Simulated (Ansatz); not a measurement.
Input for Ansatz (development build ahead of 0.2.0):

```yaml
crystal:
  periodic: [false, false, false]
  atoms:
    - { symbol: C, position_ang: [0.0, -0.41456, -0.35355] }
    - { symbol: C, position_ang: [0.0, -0.43455, 1.15669] }
    - { symbol: O, position_ang: [0.0, 0.92319, -0.78092] }
    - { symbol: H, position_ang: [-0.88918, -0.96161, -0.73] }
    - { symbol: H, position_ang: [0.88918, -0.96161, -0.73] }
    - { symbol: H, position_ang: [0.0, -1.46678, 1.53741] }
    - { symbol: H, position_ang: [0.88962, 0.08251, 1.54675] }
    - { symbol: H, position_ang: [-0.88962, 0.08251, 1.54675] }
    - { symbol: H, position_ang: [0.0, 0.9341, -1.74238] }
basis:
  gaussian: { orbitals: def2-TZVP }
hamiltonian:
  xc: hf
correlation:
  method: mp2
  frozen_orbitals: { C: 1, H: 0, O: 1 }
```

The input is written out in the form of the current development build from the run's settings.

Results

| Quantity | Value |
| --- | --- |
| Converged | yes |
| Reference energy | -154.14505 hartree |
| Correlation energy | -0.58293 hartree |
| Total energy | -154.72798 hartree |
| Spin squared of the determinant | 0.000 |
